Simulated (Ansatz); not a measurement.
# CH2FSi radical: functionals against CCSD(T) at one geometry

The task here is to estimate one member of a computed series from the others.

Method: single points in def2-TZVPP; program: Ansatz 0.2.0, Gaussian basis.

Correlated methods freeze the cores. Orbitals are unrestricted.

### Starting geometry

SMILES `C=[Si]F`, 5 atoms, charge 0, spin multiplicity 2.

Atoms are counted from 1 here; the program's logs count them from 0.

Bond lengths: C1–Si2 1.806 Å, C1–H4 1.098 Å, C1–H5 1.165 Å, Si2–F3 1.645 Å. Angles: Si2–C1–H4 114.4°, Si2–C1–H5 115.4°, H4–C1–H5 111.7°, C1–Si2–F3 107.5°.

As a file:

```csv
atom,x (Å),y (Å),z (Å)
C1,-0.16730,0.55500,-0.34990
Si2,0.18550,-0.44850,1.10920
F3,1.29380,-1.58280,0.67260
H4,-0.80730,1.42640,-0.15720
H5,-0.51750,-0.03600,-1.29120
```

Set-up of the first run:

Contents of run/in.yaml:

```yaml
crystal:
  periodic: [false, false, false]
  atoms:
    - {symbol: C, position_ang: [-0.167300, 0.555000, -0.349900]}
    - {symbol: Si, position_ang: [0.185500, -0.448500, 1.109200]}
    - {symbol: F, position_ang: [1.293800, -1.582800, 0.672600]}
    - {symbol: H, position_ang: [-0.807300, 1.426400, -0.157200]}
    - {symbol: H, position_ang: [-0.517500, -0.036000, -1.291200]}
basis:
  gaussian: {orbitals: def2-TZVPP}
magnetization: {spin_polarized: true, initial_magnetization: 1}
correlation: {method: ccsd_t}
scf: {omitted_lower_state_checks: [cluster_reference]}
output: {forces: true}
```

No record of the launch command was kept for these runs.

Steps of the session up to this table: CCSD(T)/def2-TZVPP; PBE0-D4/def2-TZVPP; wB97M-V/def2-TZVPP; r2SCAN-D4/def2-TZVPP; PBE-D4/def2-TZVPP; wB97X-V/def2-TZVPP; BLYP-D4/def2-TZVPP.

One of the session's tables, all rows but one given; the rest of the session is left out.

| method | RMS force component (eV/Å) | angle to CCSD(T) forces (°) | dipole (D) |
| --- | --- | --- | --- |
| CCSD(T) | 0.843 | reference | 1.53 |
| PBE0-D4 | 0.810 | 8.4 | 1.55 |
| wB97M-V | 0.832 | 6.7 | 1.60 |
| r2SCAN-D4 | 0.784 | 11.7 | 1.43 |
| PBE-D4 | 0.641 | 19.5 | 1.34 |
| wB97X-V | ? | ? | ? |
| BLYP-D4 | 0.648 | 19.2 | 1.37 |

Q: Estimate the row for wB97X-V from the others.

As computed: RMS force component (eV/Å): 0.822; angle to CCSD(T) forces (°): 5.3; dipole (D): 1.60. In the column «RMS force component (eV/Å)» it lies between PBE0-D4 (0.810) and wB97M-V (0.832).

Caveats from the session: The unrestricted reference is spin-contaminated, which hurts MP2 most.
